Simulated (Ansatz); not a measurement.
# NO (doublet): wB97M-V, HSE06 over a scan of the distance N1–O2, 6-31G

How well do these functionals follow the top wave-function level for NO (doublet) over a scan of the distance N1–O2?

Program: Ansatz 0.2.0, Gaussian basis. Level of theory: 6-31G, all electrons in the functionals. These are calculated values, not measurements.

To be run: wB97M-V, HSE06, at 0.917 Å; 1.043 Å; 1.140 Å; 1.268 Å; 1.387 Å; 1.601 Å; 1.798 Å; 2.088 Å; 2.498 Å; 3.034 Å; 3.823 Å.

38 further runs of the same task are left out: 7 for a known fault of the program, 20 that didn't finish, 11 set aside as unsound or not needed.

### 1 The geometry

The geometry derives from a PBE0/def2-TZVP stationary point (not a proven minimum). One bond is set to the value named and the two fragments are kept rigid.

2 atoms, charge 0, spin multiplicity 2.

Atoms are counted from 1 here; the program's logs count them from 0.

Bond lengths: N1–O2 1.140 Å.

No dispersion term is added; wB97M-V holds VV10 nonlocal correlation. HSE06 is the plane-wave form.

The geometry shown and the zero of energy belong to the point 1.140 Å. The yardstick, FCI, and other wave-function levels (R restricted, U unrestricted, valence and pair active spaces) come from earlier runs.

### 2 wB97M-V, 0.917 Å

File in.yaml:

```yaml
crystal:
  periodic: [false, false, false]
  atoms:
    - {symbol: N, position_ang: [0.000000, 0.000000, 0.000000]}
    - {symbol: O, position_ang: [0.000000, 0.000000, 0.917000]}
basis:
  gaussian: {orbitals: 6-31G}
magnetization: {spin_polarized: true, initial_magnetization: 1}
hamiltonian: {xc: {name: wB97M-V}}
output: {forces: true, orbitals: {seedname: orbitals}}
```

On the command line:

```bash
$ ansatz run in.yaml --threads 1 --pin off --events-out ev --progress --plain --max-ram 2393MiB
```

The runs that follow: wB97M-V, 1.043 Å; wB97M-V, 1.140 Å; wB97M-V, 1.268 Å; wB97M-V, 1.387 Å; wB97M-V, 1.601 Å; wB97M-V, 1.798 Å; wB97M-V, 2.088 Å; wB97M-V, 2.498 Å; wB97M-V, 3.034 Å; wB97M-V, 3.823 Å; HSE06, 0.917 Å; HSE06, 1.043 Å; HSE06, 1.140 Å; HSE06, 1.268 Å; HSE06, 1.387 Å; HSE06, 1.601 Å; HSE06, 1.798 Å; HSE06, 2.088 Å; HSE06, 2.498 Å; HSE06, 3.034 Å; HSE06, 3.823 Å.

Before running them: what should the planned runs give, taken together? Wanted: span of the FCI curve; largest miss, wB97M-V; largest miss, HSE06.

The runs gave:

| quantity | value |
| --- | --- |
| span of the FCI curve | 162.5 kcal/mol |
| largest miss, wB97M-V | +24.8 kcal/mol (3.823 Å) |
| largest miss, HSE06 | +23.1 kcal/mol (3.823 Å) |

**Reading.** Of the functionals, HSE06 keep the smallest largest miss at the points compared (at most 23.1 kcal/mol) and wB97M-V strays most (24.8 kcal/mol, at 3.823 Å). wB97M-V, HSE06 clearly break the spin symmetry at some points (⟨S²⟩ up to 2.00 above the pure value), so energy there is bought with a mixed spin. Functionals and the yardstick converge differently with the basis, so part of each miss in 6-31G is the basis.
